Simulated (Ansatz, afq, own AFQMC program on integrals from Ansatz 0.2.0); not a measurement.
**CHSi, doublet → CHSi, quartet**

```xyz
3

Si    0.0000    0.0000    1.4814
C     0.0000    0.0000   -0.2010
H     0.0000    0.0000   -1.2804
```

Connectivity, by distances: Si–CH.

E(quartet, charge +0) − E(doublet, charge +0) at this geometry, on ROHF and UHF determinants.

Basis cc-pVDZ. Noble-gas cores (and the filled d shells of Ga–Kr and In–Xe) are frozen. Ansatz 0.2.0 and our own AFQMC program on the same integrals; the CISD trial comes from CCSD amplitudes, and released means the phaseless constraint is let go. ± is one standard error of the sampling. The errors of all members are added in quadrature.

No full CI on the walks' own integrals is used here; CCSDTQ serves as the reference and is uncertain by about the last step of the cluster series. Each member takes its own surest rung, up to full CI.

Errors are counted within cc-pVDZ, not against nature.

Cautions: CHSi (doublet): a spin-contaminated unrestricted determinant lies lower (UHF 199 meV lower, ⟨S²⟩ 1.08), its ph-AFQMC/CISD value lies 35 ± 5 meV above CCSDTQ; CHSi (quartet): another spin lies lower; core correlation is missing, and it shifts such a gap most where an s electron is promoted.

Reference (CCSDTQ): 287.0 kJ/mol.

```
         level  vertical spin gap (kJ/mol)  error against CCSDTQ (kJ/mol)
            HF                       153.8                         -133.2
           MP2                       287.4                            0.4
          CCSD                       270.9                          -16.1
       CCSD(T)                       284.5                           -2.5
         CCSDT                       285.3                           -1.6
      CCSDT(Q)                       287.0                            0.0
   ph-AFQMC/HF                 283.6 ± 2.9                     -3.4 ± 2.9
 ph-AFQMC/CISD                 284.4 ± 0.5                     -2.6 ± 0.5
released AFQMC                 286.4 ± 0.3                     -0.6 ± 0.3
```

Correlation beyond CCSD(T) adds 2.5 kJ/mol. The perturbative (T) step is worth +13.6 kJ/mol.

CCSDT and higher add their correlation energy to the determinant of the CCSD(T) run, since their own runs factorise the integrals more tightly (a shift of under 2 meV). A walk keeps the symmetry of its determinant, which the program's search chose and which needn't be the lowest solution, so a lower state of the same spin and another symmetry isn't excluded. Released energies are given only where the last usable release times agree within the noise; a slower fall can still hide under it.
